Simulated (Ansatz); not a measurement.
A run of Ansatz (development build ahead of 0.2.0) on doublet BO at this shape:

```xyz
2

B     0.0000    0.0000    0.0000
O     0.0000    0.0000    1.4800
```

Its results:

```json
{
 "Converged": "yes",
 "Reference energy": "-99.35286 hartree",
 "Correlation energy": "-0.19152 hartree",
 "Total energy": "-99.54438 hartree",
 "Spin squared of the determinant": "1.113",
 "Stability test": "minimum"
}
```

Forces (eV/Å):
```csv
atom,Fx,Fy,Fz
B1,0.000,0.000,5.809
O2,0.000,0.000,-5.809
```

**Question.** Which input gives this output? Name the method, the orbitals and the basis set, and write the input.

**Answer.** UHF-MP2 in def2-SVP.

```yaml
crystal:
  periodic: [false, false, false]
  atoms:
    - { symbol: B, position_ang: [0.0, 0.0, 0.0] }
    - { symbol: O, position_ang: [0.0, 0.0, 1.48] }
basis:
  gaussian: { orbitals: def2-SVP }
magnetization:
  spin_polarized: true
  initial_magnetization: 1
hamiltonian:
  xc: hf
correlation:
  method: mp2
  frozen_orbitals: { B: 1, O: 1 }
output:
  forces: true
```

Caution: bonds are stretched, where a single reference can fail; the unrestricted determinant is spin contaminated; forces differ strongly between restricted and unrestricted references.
